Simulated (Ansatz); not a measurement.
Input file:

```yaml
crystal:
  periodic: [false, false, false]
  atoms:
    - {symbol: B, position_ang: [0.002337, -0.001845, 0.783196]}
    - {symbol: N, position_ang: [0.001504, -0.017987, -0.494157]}
    - {symbol: Si, position_ang: [0.049468, 0.041323, -2.219770]}
    - {symbol: H, position_ang: [-0.053309, -0.021491, 1.930732]}
basis:
  gaussian: {orbitals: cc-pVDZ, fitting: {mean_field: def2-universal-jkfit}}
magnetization: {spin_polarized: true, initial_magnetization: 1}
correlation: {method: ccsd_t, electrons: outside_noble_gas, diis_vectors: 2}
```

```sh
$ ansatz run in.yaml --threads 1 --pin off --events-out ev --progress --plain --max-ram 2393MiB
```

**Question.** Roughly how long does this take on 1 thread of Intel Xeon Platinum 8488C, shared host, and how much host memory?

**Answer.** 7 s wall and 0.15 GiB.

```
298 factors; integrals over basis functions are off by at most 2.0e-1 eV
mean field evaluation 1: about -10027.4347 eV, gradient 2.5e1 eV
mean field evaluation 2: about -10028.9884 eV, gradient 2.0e1 eV
mean field evaluation 4: about -10030.8861 eV, gradient 8.3e-1 eV
mean field evaluation 8: about -10030.9052 eV, gradient 1.6e-2 eV
mean field evaluation 16: about -10028.9885 eV, gradient 2.0e1 eV
mean field evaluation 32: about -10030.9052 eV, gradient 7.1e-5 eV
mean field evaluation 64: about -10030.8545 eV, gradient 6.1e-1 eV
mean field evaluation 96: about -10030.6165 eV, gradient 4.2e0 eV
mean field evaluation 128: about -10026.4801 eV, gradient 2.8e-2 eV
mean field evaluation 160: about -10025.2133 eV, gradient 6.8e-2 eV
mean field evaluation 192: about -10026.4799 eV, gradient 2.5e-2 eV
mean field evaluation 224: about -10026.1814 eV, gradient 4.8e0 eV
mean field evaluation 256: about -10025.2343 eV, gradient 4.9e-1 eV
mean field evaluation 288: about -10026.4784 eV, gradient 1.5e-3 eV
mean field evaluation 320: about -10026.1196 eV, gradient 4.9e0 eV
mean field -10030.90518932 eV, -368.6289665156 hartree, gradient 1.8e-10 eV, S^2 0.789424; 9 other end points of the search recorded, 0 dependent functions left out
determinant -10030.90518932 eV, -368.6289665156 hartree, with singles and doubles -10039.67716434 eV, -368.9513306518 hartree
determinant -10030.90428708 eV, -368.6289333590 hartree, with singles and doubles -10039.67610819 eV, -368.9512918391 hartree
determinant -10030.90426554 eV, -368.6289325674 hartree, with singles and doubles -10039.67608241 eV, -368.9512908916 hartree
determinant -10030.90518932 eV, -368.6289665156 hartree, with singles and doubles -10039.67729844 eV, -368.9513355799 hartree
determinant -10030.90428708 eV, -368.6289333590 hartree, with singles and doubles -10039.67624411 eV, -368.9512968342 hartree
determinant -10030.90426554 eV, -368.6289325674 hartree, with singles and doubles -10039.67621364 eV, -368.9512957145 hartree
7 core orbitals not correlated: weight in the atoms' cores, before any rotation towards them, 1.000 or more for the frozen orbitals, at most 0.000 for the correlated occupied ones
reference -10030.90518932 eV, -368.6289665156 hartree; 7, 6 occupied and 37, 38 virtual orbitals, 298 factors
second order -8.05669815 eV of doubles, -0.00000000 eV of singles
cycle   1  -8.77210965 eV  change   -5.3e-7 eV  update   1.6e-6
perturbative correction -0.36722955 eV, -0.0134954369 hartree
Total energy: -10040.04452852 eV, -368.9648310363 hartree
```
